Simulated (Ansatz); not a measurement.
## Ansatz (development build ahead of 0.2.0) run

```yaml
crystal:
  periodic: [false, false, false]
  atoms:
    - { symbol: H, position_ang: [-0.00778, 0.00926, 0.02607] }
    - { symbol: C, position_ang: [-1.05371, -0.1306, -0.02446] }
    - { symbol: C, position_ang: [-2.26742, -0.26605, -0.02589] }
    - { symbol: S, position_ang: [-3.88554, -0.44109, 0.02664] }
basis:
  gaussian: { orbitals: def2-SVP }
magnetization:
  spin_polarized: true
  initial_magnetization: 1
hamiltonian:
  xc: hf
correlation:
  method: mp2
  frozen_orbitals: { C: 1, H: 0, S: 5 }
output:
  forces: true
```

The input is written out in the form of the current development build from the run's settings.

The run gave:

* Converged: yes
* Reference energy: -473.57754 hartree
* Correlation energy: -0.34047 hartree
* Total energy: -473.91801 hartree
* Spin squared of the determinant: 0.915
* Stability test: minimum

Forces (eV/Å):
```json
{"atom": "H1", "Fx": "0.725", "Fy": "0.059", "Fz": "-0.099"}
{"atom": "C2", "Fx": "-1.381", "Fy": "-0.139", "Fz": "0.122"}
{"atom": "C3", "Fx": "0.752", "Fy": "0.120", "Fz": "0.041"}
{"atom": "S4", "Fx": "-0.096", "Fy": "-0.040", "Fz": "-0.065"}
```

Caution: the unrestricted determinant is spin contaminated.
